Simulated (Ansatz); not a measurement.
A run of Ansatz (development build ahead of 0.2.0) on singlet LiH at this shape:

```xyz
2

Li    0.0869    0.0523   -0.4392
H     0.0242    0.0182    1.0938
```

Its results:

```json
{
  "Converged": "yes",
  "Reference energy": "-7.98328 hartree",
  "Correlation energy": "-0.02807 hartree",
  "Total energy": "-8.01135 hartree",
  "Spin squared of the determinant": "0.000"
}
```

Question: Which input gives this output? Name the method, the orbitals and the basis set, and write the input.

Answer: RHF-MP2 in aug-cc-pVDZ. An unrestricted run that stays on the closed shell gives the same numbers.

```yaml
crystal:
  periodic: [false, false, false]
  atoms:
    - { symbol: Li, position_ang: [0.08687, 0.05234, -0.43923] }
    - { symbol: H, position_ang: [0.02423, 0.01816, 1.09379] }
basis:
  gaussian: { orbitals: aug-cc-pVDZ }
hamiltonian:
  xc: hf
correlation:
  method: mp2
  frozen_orbitals: { H: 0, Li: 0 }
```
